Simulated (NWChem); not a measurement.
System: difluoromethane (CH$_{2}$F$_{2}$); SMILES C(F)F

```xyz
5

F      1.0976     0.0000    -0.2887
C      0.0000     0.0000     0.4996
F     -1.0976     0.0000    -0.2887
H      0.0000     0.9118     1.1031
H      0.0000    -0.9118     1.1031
```
Atoms are numbered in this order, from 1.

Program: NWChem. Pople sets run with spherical d functions. The geometry was optimised at PBE0-D3(BJ)/def2-TZVP. Atomic charges in e: unrestrained fits to the electrostatic potential beside Mulliken populations; buried atoms are poorly determined by the fit.

For level Hartree-Fock/6-31G*:

```yaml
Mulliken F1: -0.42
Mulliken F3: -0.42
```

Problem. What are these values for level B3LYP/def2-SVP?

Solution. The Mulliken F1 is -0.24 and the Mulliken F3 is -0.24.
